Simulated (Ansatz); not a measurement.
Results of the Gaussian-basis code of Ansatz.

A structure relaxed at PBE0-D4/def2-TZVP, charge 0, multiplicity 1:

Cartesian coordinates in Å:
```
C -2.6448 0.8874 0.2864
C -2.1876 0.2767 -0.8033
O -0.9479 -0.1835 -1.0383
C 0.0044 -0.0053 -0.0093
C 1.3206 -0.5857 -0.4645
C 2.3993 -0.4292 0.5929
H -2.0364 1.0947 1.1558
H -3.6803 1.1962 0.3111
H -2.8271 0.0846 -1.6586
H -0.3467 -0.5026 0.9052
H 0.1061 1.0654 0.2146
H 1.6218 -0.0901 -1.3921
H 1.1744 -1.6427 -0.7060
H 3.3462 -0.8528 0.2538
H 2.1238 -0.9368 1.5215
H 2.5744 0.6237 0.8307
```

Q: Give its formula and SMILES.

A: C5H10O, `C=COCCC`.

Q: Point group (tolerance 0.08 Å, 0.16 Å for H)?

A: Cs.

Q: Summarise the bond lengths by kind.

A: 3 × C–C 1.330 to 1.519 Å; 10 × C–H 1.081 to 1.099 Å; 2 × C–O 1.343 to 1.413 Å.
